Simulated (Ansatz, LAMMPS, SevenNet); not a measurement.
How well does each level of theory give the elastic constant C12 of fcc Ir?

Reference value: 249 GPa (measured, temperature not stated, not corrected to a static lattice; as tabulated in Mehl and Papaconstantopoulos (1996), arXiv:mtrl-th/9602003).

```json
[
 {"level (code)": "Lennard-Jones kanhaiya2021 (LAMMPS)", "value (GPa)": "249", "cell (Å³/atom)": "14.03"},
 {"level (code)": "MEAM library.meam-Ir (LAMMPS)", "value (GPa)": "256", "cell (Å³/atom)": "14.16"},
 {"level (code)": "SevenNet-0 (SevenNet)", "value (GPa)": "___", "cell (Å³/atom)": "14.58"},
 {"level (code)": "SevenNet-l3i5 (SevenNet)", "value (GPa)": "___", "cell (Å³/atom)": "14.56"},
 {"level (code)": "LDA (Ansatz)", "value (GPa)": "272", "cell (Å³/atom)": "13.84"},
 {"level (code)": "PBE (Ansatz)", "value (GPa)": "___", "cell (Å³/atom)": "14.50"},
 {"level (code)": "PBEsol (Ansatz)", "value (GPa)": "257", "cell (Å³/atom)": "14.05"},
 {"level (code)": "r²SCAN (Ansatz)", "value (GPa)": "249", "cell (Å³/atom)": "14.20"},
 {"level (code)": "HSE06 (Ansatz)", "value (GPa)": "261", "cell (Å³/atom)": "13.99"}
]
```

**Question.** What belongs in the gaps?

**Answer.** 
- SevenNet-0 (SevenNet), value (GPa): 287
- SevenNet-l3i5 (SevenNet), value (GPa): 300
- PBE (Ansatz, a program for electronic structure), value (GPa): 229

Differences against the reference: Lennard-Jones kanhaiya2021 0.0 %, MEAM library.meam-Ir +2.8 %, SevenNet-0 +15.3 %, SevenNet-l3i5 +20 %, LDA +9.2 %, PBE -8.0 %, PBEsol +3.2 %, r²SCAN 0.0 %, HSE06 +4.8 %.

Leaving aside Lennard-Jones kanhaiya2021, MEAM library.meam-Ir, which can be fitted to such values or carry a doubt: The reference's temperature isn't stated, so close values are not ranked against it.

The reference has no zero-point or thermal correction, while the calculations are for a static lattice, so the differences are not the levels' errors alone.  Density-functional levels without +SOC have no spin–orbit coupling. HSE06: hybrids on metals are sensitive to the k mesh. Each level is taken at its own relaxed cell. Cutoffs and k meshes differ between the levels. Ansatz's density-functional and Hartree–Fock values are scalar-relativistic unless marked +SOC, with PAW data made under PBE.

Empirical potentials (Lennard-Jones kanhaiya2021, MEAM library.meam-Ir) are fitted to chosen data, which need not cover the solid at hand: agreement can be built in, and what lay outside the fit can be far off. Machine-learned potentials (SevenNet-0, SevenNet-l3i5) are trained on DFT data, which may include these solids.

Differences are worked out from the printed values.
